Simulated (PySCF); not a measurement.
# Ionisation energy of Li by level of theory

Li [He] 2s1 (2S) → Li⁺ 1s2 (1S), as a difference of total energies. All numbers are calculated (PySCF 2.14, no relativity, point nucleus, in def2-SVP (3s2p, 9 functions)). The calculations carry no spin-orbit coupling.

```
method  ionisation energy (eV)  error (eV)
   UHF                   5.229      -0.163
  PBE0                   5.475      +0.083
 M06-L                   4.953      -0.439
```

Reference: 5.392 eV (measured; NIST Atomic Spectra Database, ionization energies).
